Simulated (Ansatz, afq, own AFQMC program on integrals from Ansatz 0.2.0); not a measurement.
BNH₂, singlet: AFQMC among the cluster methods

```yaml
atoms:
  - { symbol: B, position_ang: [0.0000, 0.0000, 0.9457] }
  - { symbol: N, position_ang: [0.0000, 0.0000, -0.5693] }
  - { symbol: H, position_ang: [0.0000, 0.8509, -1.1158] }
  - { symbol: H, position_ang: [0.0000, -0.8509, -1.1158] }
```

Connectivity, by distances: B–NH2.

Basis cc-pVDZ. Only valence electrons are correlated. Ansatz 0.2.0 and our own AFQMC program on the same integrals; the CISD trial comes from CCSD amplitudes, and released means the phaseless constraint is let go. ± is one standard error of the sampling.

Determinant: RHF, the one that the program's search chose, which needn't be the lowest solution. The geometry is a point of a scan.

No full CI on the walks' own integrals is used here; CCSDT(Q) serves as the reference and is uncertain by about the last step of the cluster series.

Cautions: restricted determinant unstable towards unrestricted (UHF 56 meV lower, ⟨S²⟩ 0.28).

The T1 diagnostic is 0.0181. The weight of the determinant in the CISD state is 0.875. The size of the correlated space is 10 electrons in 36 orbitals.

Reference: CCSDT(Q), correlation energy -7.413 eV. The released energy is read at 2.40 1/Eh (meV from the phaseless value at times in 1/Eh: -2 ± 17 at 0.24, -4 ± 15 at 0.51, 8 ± 15 at 0.99, 6 ± 17 at 1.62, 12 ± 18 at 2.40).

```tsv
level	E − E(reference) (kJ/mol)	share of correlation (%)
HF	715.2	0.00
MP2	98.5	86.23
CCSD	24.6	96.56
CCSD(T)	3.8	99.47
CCSDT	1.9	99.74
ph-AFQMC/HF	-17.9 ± 7.1	102.50
ph-AFQMC/CISD	-2.5 ± 1.6	100.36
released AFQMC	-1.3 ± 1.7	100.19
```

A walk keeps the symmetry of its determinant, which the program's search chose and which needn't be the lowest solution, so a lower state of the same spin and another symmetry isn't excluded. Released energies are given only where the last usable release times agree within the noise; a slower fall can still hide under it.
